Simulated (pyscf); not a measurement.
Single points on ωB97X-D3(BJ)/def2-SVP structures (PySCF, gas phase). Correlated levels are frozen-core, on RHF or UHF. ΔMP2 is the change of the MP2 total energy from the triple- to the quadruple-zeta basis.

SMILES: NBCl
```xyz
6

N      0.4957    -0.7750    -0.2050
B      1.1890     0.1501     0.5674
Cl     0.7144     0.4059     2.2599
H     -0.2796    -1.3205     0.1529
H      0.7294    -0.9549    -1.1733
H      2.1071     0.7847     0.1145
```
Charge 0, spin multiplicity 1.

Problem. How much does it cost (ΔH, 298 K, CCSD(T)/def2-TZVPP + ΔMP2(QZVPP)) to split `[NH2][BH][Cl]` at its B–Cl bond into [HB–NH₂]• + Cl•?

Solution. B–Cl to [HB–NH₂]• + Cl•: 5.33 eV. The radicals are drawn with the spin at the cut bond; how far it spreads was not checked. Other isomers of [HB–NH₂]• were not searched in full and may lie lower. The CCSD(T) − MP2 part came from Ansatz, without density fitting, on the same reference. Left out: the spin-orbit lowering of Cl.
